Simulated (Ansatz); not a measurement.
N2H, doublet: the ladder up to UCCSDT(Q)

Geometry: a point of a bend scan, not a stationary point.

```xyz
3

N     0.0000   -0.0170    0.5345
N     0.0000   -0.0319   -0.6301
H     0.0000    0.6794    1.3290
```

Basis cc-pVDZ; Ansatz 0.2.0. Correlated methods freeze the noble-gas cores, which leaves 11 electrons in 31 orbitals. R marks a restricted (for open shells ROHF) determinant, U an unrestricted one. Active spaces: pair = (3e, 3o) about the gap; valence = (11e, 9o) chosen from the atoms' valence shells.

Full CI isn't at hand for all of this; UCCSDT(Q) serves as the reference, and is uncertain by about the last step of the cluster series. The frozen core follows each run's orbitals, which can shift R against U totals by a few meV.

For open shells CISD is restricted-active-space CI with the open shells as a complete middle space.

```
UHF ⟨S²⟩                          : 0.819
T1 diagnostic (RCCSD)             : 0.0277
largest doubles amplitude (RCCSD) : 0.120
T1 diagnostic (UCCSD)             : 0.0350
```

```csv
level,E − E(UCCSDT(Q)) (meV),share of correlation (%),wall time
RHF,9213,0.00,–
UHF,8998,2.34,–
RMP2,695,92.46,–
UMP2,922,89.99,–
CISD,1021,88.92,1.1 s
RCCSD,371,95.98,–
UCCSD,361,96.08,–
RCCSD(T),49,99.47,1 s
UCCSD(T),55,99.41,1.1 s
BCCD(T),50,99.46,1.3 s
RCCSDT,38,99.59,–
UCCSDT,37,99.60,–
RCCSDT(Q),1,99.99,17 s
CASSCF (pair space),8257,10.38,–
NEVPT2 (pair space),731,92.06,0.3 s
MRCISD (pair space),844,90.83,–
MRCISD+Q (pair space),175,98.10,0.57 s
CASSCF (valence space),5584,39.39,–
NEVPT2 (valence space),970,89.47,2.5 s
MRCISD (valence space),316,96.57,–
MRCISD+Q (valence space),20,99.78,4.6 s
```

The correlation energy at UCCSDT(Q), counted from RHF, is -9.213 eV. That run took 15 s on 1 thread of Arm Neoverse V1, shared host.

Times hold each run's SCF and search for its determinant on a shared host, so for small cases they say little of a method's own cost; they ran on 1 thread of Arm Neoverse V1.

Natural occupations of CASSCF (valence space) about the gap: 1.987 1.976 1.967 1.930 1.016 0.077 0.032 0.021; effectively unpaired electrons, Σ n²(2−n)², 1.05.
